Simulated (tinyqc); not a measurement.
Inside a calculation. Method: MP2 on RHF in the sto-3g basis, for LiH, spin multiplicity 1. One step of it, computed by the program tinyqc.

Problem. Iteration 1: building the Fock matrix. J_ij = sum D_kl (ij|kl), K_ij = sum D_kl (ik|jl); F = H + J - 0.5 K; E = tr D H + tr D J / 2 - 0.25 tr D K + E_nn.

D at the start, lower triangle:
```
            1Li 1s    1Li 2s   1Li 2px   1Li 2py   1Li 2pz     2H 1s
1Li 1s    1.978241
1Li 2s    0.030147  0.144107
1Li 2px   0.000000  0.000000  0.000000
1Li 2py   0.000000  0.000000  0.000000  0.000000
1Li 2pz  -0.090434  0.225693  0.000000  0.000000  0.363077
2H 1s    -0.143264  0.330717  0.000000  0.000000  0.532782  0.781864
```

core Hamiltonian H = T + V (hartree), lower triangle:
```
            1Li 1s     1Li 2s    1Li 2px    1Li 2py    1Li 2pz      2H 1s
1Li 1s   -4.700246
1Li 2s   -1.055511  -1.374512
1Li 2px   0.000000   0.000000  -1.118003
1Li 2py   0.000000   0.000000   0.000000  -1.118003
1Li 2pz  -0.012739  -0.110726   0.000000   0.000000  -1.206088
2H 1s    -0.195031  -0.576843   0.000000   0.000000  -0.735817  -1.348120
```

Two-electron integrals (ij|kl) in chemists' order, unique and non-zero (hartree):
```
(11|11) 1.680395   (21|11) 0.265420   (21|21) 0.049941   (22|11) 0.397727
(22|21) 0.092860   (22|22) 0.290562   (31|31) 0.008981   (32|31) 0.013788
(32|32) 0.064184   (33|11) 0.396640   (33|21) 0.092880   (33|22) 0.290497
(33|33) 0.312946   (41|41) 0.008981   (42|41) 0.013788   (42|42) 0.064184
(43|43) 0.016869   (44|11) 0.396640   (44|21) 0.092880   (44|22) 0.290497
(44|33) 0.279207   (44|44) 0.312946   (51|51) 0.008981   (52|51) 0.013788
(52|52) 0.064184   (53|53) 0.016869   (54|54) 0.016869   (55|11) 0.396640
(55|21) 0.092880   (55|22) 0.290497   (55|33) 0.279207   (55|44) 0.279207
(55|55) 0.312946   (61|11) 0.046070   (61|21) 0.008722   (61|22) 0.016556
(61|33) 0.016364   (61|44) 0.016364   (61|51) 0.001047   (61|52) 0.002043
(61|55) 0.016949   (61|61) 0.001668   (62|11) 0.121581   (62|21) 0.028792
(62|22) 0.096958   (62|33) 0.091761   (62|44) 0.091761   (62|51) 0.004628
(62|52) 0.029396   (62|55) 0.107257   (62|61) 0.006030   (62|62) 0.055870
(63|31) 0.002159   (63|32) 0.010418   (63|53) 0.004380   (63|63) 0.003715
(64|41) 0.002159   (64|42) 0.010418   (64|54) 0.004380   (64|64) 0.003715
(65|11) 0.154690   (65|21) 0.036979   (65|22) 0.128947   (65|33) 0.120138
(65|44) 0.120138   (65|51) 0.007154   (65|52) 0.045103   (65|55) 0.146426
(65|61) 0.008014   (65|62) 0.080945   (65|65) 0.118633   (66|11) 0.293690
(66|21) 0.070667   (66|22) 0.262451   (66|33) 0.239427   (66|44) 0.239427
(66|51) 0.012390   (66|52) 0.098637   (66|55) 0.308300   (66|61) 0.015308
(66|62) 0.191393   (66|65) 0.287236   (66|66) 0.774606
```

nuclear repulsion = 0.88245227 hartree

Give: Coulomb J; exchange K; Fock matrix F; total energy of this density.

Solution.

Coulomb J (hartree), lower triangle:
```
         1Li 1s  1Li 2s  1Li 2px  1Li 2py  1Li 2pz   2H 1s
1Li 1s   4.0032
1Li 2s   0.6864  1.3417
1Li 2px  0.0000  0.0000   1.3047
1Li 2py  0.0000  0.0000   0.0000   1.3047
1Li 2pz  0.0247  0.1705   0.0000   0.0000   1.4089
2H 1s    0.1250  0.5787   0.0000   0.0000   0.8013  1.8112
```

exchange K (hartree), lower triangle:
```
          1Li 1s  1Li 2s  1Li 2px  1Li 2py  1Li 2pz   2H 1s
1Li 1s    3.3457
1Li 2s    0.5615  0.3005
1Li 2px   0.0000  0.0000   0.0478
1Li 2py   0.0000  0.0000   0.0000   0.0478
1Li 2pz  -0.0029  0.2613   0.0000   0.0000   0.4180
2H 1s     0.1030  0.4208   0.0000   0.0000   0.6004  1.1238
```

Fock matrix F (hartree), lower triangle:
```
          1Li 1s   1Li 2s  1Li 2px  1Li 2py  1Li 2pz    2H 1s
1Li 1s   -2.3699
1Li 2s   -0.6499  -0.1830
1Li 2px   0.0000   0.0000   0.1628
1Li 2py   0.0000   0.0000   0.0000   0.1628
1Li 2pz   0.0134  -0.0708   0.0000   0.0000  -0.0062
2H 1s    -0.1216  -0.2085   0.0000   0.0000  -0.2347  -0.0988
```

total energy of this density = -7.832592 hartree
